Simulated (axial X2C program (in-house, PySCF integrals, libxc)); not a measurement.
Excited states of SiCl⁺ by EOM-EE-CCSD

Calculated with an in-house all-electron X2C program for linear molecules (integrals from PySCF): two-component X2C with atomic mean-field Coulomb and Gaunt terms, Gaussian nuclei, basis Cl dyall-av3z, Si dyall-av3z with contracted cores.

R = 1.967 Å (near the PBE0 minimum at charge 1 of the determinant lowest at the starting distance; the state shown can have its own minimum elsewhere).

Hartree–Fock spinors of SiCl⁺ (one of each Kramers pair; a window near the gap, which can cut inner shells):

```csv
ω,occupied,ε (eV),character
1/2,yes,-24.62,"53% Cl p, 32% Si s, 8% Cl s"
1/2,yes,-20.14,"79% Cl p, 8% Si p, 7% Si d"
3/2,yes,-20.05,"79% Cl p, 8% Si p, 7% Si d"
1/2,yes,-18.80,"34% Si s, 32% Si p, 26% Cl p"
1/2,no,-6.23,"73% Si p, 11% Cl d, 7% Cl p"
3/2,no,-6.21,"73% Si p, 11% Cl d, 7% Cl p"
1/2,no,-3.00,"43% Si p, 25% Si d, 14% Si s"
1/2,no,-2.66,"71% Si s, 19% Si p, 5% Cl d"
1/2,no,-1.94,"87% Si p, 10% Cl p, 2% Cl d"
3/2,no,-1.94,"87% Si p, 10% Cl p, 2% Cl d"
```

Vertical excitation energies from the closed-shell determinant state of SiCl⁺:

```
 Ω  excitation (eV)   cm⁻¹         hole of the leading pair     particle of the leading pair  weight of the pair (for Ω = 0 its time-reversed partner can hold as much again)  singles weight
0⁻            3.856  31097  42% Si sσ, 31% Si pσ, 19% Cl pσ    77% Si pπ, 8% Cl dπ, 7% Cl pπ                                                                             0.48            0.96
0⁺            3.856  31099  42% Si sσ, 31% Si pσ, 19% Cl pσ    77% Si pπ, 8% Cl dπ, 7% Cl pπ                                                                             0.48            0.96
 1            3.872  31231  42% Si sσ, 31% Si pσ, 19% Cl pσ    77% Si pπ, 8% Cl dπ, 7% Cl pπ                                                                             0.49            0.96
 2            3.889  31367  42% Si sσ, 31% Si pσ, 19% Cl pσ    77% Si pπ, 8% Cl dπ, 7% Cl pπ                                                                             0.96            0.96
 1            5.531  44608    79% Cl pπ, 9% Si pπ, 7% Si dπ  69% Si pπ, 16% Cl dπ, 10% Cl pπ                                                                             0.51            0.92
0⁻            5.538  44668    79% Cl pπ, 9% Si pπ, 7% Si dπ  70% Si pπ, 15% Cl dπ, 10% Cl pπ                                                                             0.25            0.92
 1            5.617  45301  34% Cl pσ, 33% Si pσ, 24% Si sσ   73% Si pπ, 13% Cl dπ, 9% Cl pπ                                                                             0.45            0.93
 3            5.848  47171    79% Cl pπ, 9% Si pπ, 7% Si dπ   71% Si pπ, 15% Cl dπ, 9% Cl pπ                                                                             0.92            0.92
 2            5.862  47283    79% Cl pπ, 9% Si pπ, 7% Si dπ   71% Si pπ, 15% Cl dπ, 9% Cl pπ                                                                             0.62            0.92
 1            5.898  47570    79% Cl pπ, 8% Si pπ, 7% Si dπ   71% Si pπ, 15% Cl dπ, 9% Cl pπ                                                                             0.91            0.92
```

This point took 30 s on 1 thread of Intel(R) Xeon(R) Processor @ 2.30GHz, with other jobs on the host.

Reference electrons by ω block (each with its −ω partner): 1/2: 12, 3/2: 3. 10 electrons of SiCl⁺ correlated (inner shells frozen), 88 natural virtual spinors (a truncated set); levels can be off by some tenths of an eV. Roots sought by Ω: (0: 5, 1: 4, 2: 3, 3: 1); rows need 60 % singles weight and stop where some Ω has no more roots. Missing are any skipped roots, higher Ω and states of a further excitation; these come out far too high here and may in truth be low or lowest. T1 of the reference 0.017 (Lee–Taylor). Number of frozen shells: Cl 2 s, 1 p; Si 2 s, 1 p.
